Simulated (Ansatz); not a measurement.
Frontier orbitals of CH₂AlN, SMILES `[CH]1=[N][AlH]1`.

Total charge 0; spin multiplicity 1. The structure was optimised at the PBE0-D4/def2-TZVP level. Basis def2-TZVPP, Ansatz 0.2.0.

```json
{"functional": "CAM-B3LYP", "HOMO (eV)": "-6.89", "LUMO (eV)": "-0.29"}
```

**Question.** Give HOMO and LUMO (eV) with LDA (SPW92), PBE, revPBE, BLYP, r2SCAN, B97M-V, PBE0, B3LYP, r2SCANh, r2SCAN0, HSE06 (plane-wave form), BHLYP, LC-ωPBE, ωB97X-V, ωB97M-V, HF. (Estimate.)

**Answer.** Ansatz gave: 
```json
{"functional": "LDA (SPW92)", "HOMO": "-4.63", "LUMO": "-2.24"}
{"functional": "PBE", "HOMO": "-4.49", "LUMO": "-2.01"}
{"functional": "revPBE", "HOMO": "-4.44", "LUMO": "-1.92"}
{"functional": "BLYP", "HOMO": "-4.37", "LUMO": "-1.91"}
{"functional": "r2SCAN", "HOMO": "-4.65", "LUMO": "-1.68"}
{"functional": "B97M-V", "HOMO": "-4.70", "LUMO": "-1.82"}
{"functional": "PBE0", "HOMO": "-5.59", "LUMO": "-1.20"}
{"functional": "B3LYP", "HOMO": "-5.41", "LUMO": "-1.42"}
{"functional": "r2SCANh", "HOMO": "-5.06", "LUMO": "-1.38"}
{"functional": "r2SCAN0", "HOMO": "-5.71", "LUMO": "-0.98"}
{"functional": "HSE06 (plane-wave form)", "HOMO": "-5.20", "LUMO": "-1.56"}
{"functional": "BHLYP", "HOMO": "-6.65", "LUMO": "-0.43"}
{"functional": "LC-ωPBE", "HOMO": "-8.14", "LUMO": "0.80"}
{"functional": "ωB97X-V", "HOMO": "-7.83", "LUMO": "0.70"}
{"functional": "ωB97M-V", "HOMO": "-7.73", "LUMO": "0.42"}
{"functional": "HF", "HOMO": "-8.36", "LUMO": "1.47"}
```

B3LYP here is the variant with VWN-RPA as its local correlation; programs differ in this. LC-ωPBE has ω = 0.4 bohr⁻¹. Positive LUMOs are unbound and depend on the basis.
